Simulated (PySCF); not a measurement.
# Bond curve of MgH⁺

Set-up: basis Mg def2-SVP, H def2-SVP; no relativity; PySCF 2.14. Energies in eV from Mg⁺ + H in their ground configurations at the same level. State: ¹Σ⁺ (singlet), closed shell.

All columns are BP86. A positive dipole points towards H; it is taken about the centre of mass and depends on that origin.

| R (Å) | E (eV) | μ (D) | Mulliken charge on Mg (basis-dependent) | HOMO (eV) | LUMO (eV) | Mayer bond order | ⟨S²⟩ |
| --- | --- | --- | --- | --- | --- | --- | --- |
| 1.430 | -1.721 | -3.35 | 0.94 | -13.84 | -9.60 | 0.99 | 0.00 |
| 1.497 | -1.922 | -3.32 | 0.92 | -13.73 | -9.65 | 0.99 | 0.00 |
| 1.563 | -2.042 | -3.29 | 0.91 | -13.61 | -9.70 | 0.99 | 0.00 |
| 1.613 | -2.090 | -3.26 | 0.90 | -13.53 | -9.74 | 0.99 | 0.00 |
| 1.663 | -2.109 | -3.23 | 0.90 | -13.44 | -9.79 | 0.99 | 0.00 |
| 1.713 | -2.102 | -3.19 | 0.90 | -13.36 | -9.83 | 0.99 | 0.00 |
| 1.779 | -2.063 | -3.13 | 0.90 | -13.25 | -9.89 | 0.99 | 0.00 |
| 1.863 | -1.976 | -3.04 | 0.90 | -13.12 | -9.95 | 0.99 | 0.00 |
| 1.962 | -1.831 | -2.92 | 0.90 | -12.97 | -10.04 | 0.99 | 0.00 |
| 2.095 | -1.598 | -2.73 | 0.90 | -12.79 | -10.14 | 0.99 | 0.00 |

A fit through these points gives, at Re = 1.674 Å, μ = -3.22 D and dμ/dR = 0.761 D/Å; the reduced mass is 0.9672 u.

Problem. How strong is the fundamental in the double-harmonic approximation, I = 42.26·(dμ/dR)²/μred km/mol?

Solution. I = 42.26·(0.761)²/0.9672 = 25.3 km/mol at BP86.

For an ion De counts to the pair picked by the measured ionisation energies or electron affinities, which need not be the lowest pair at this level.
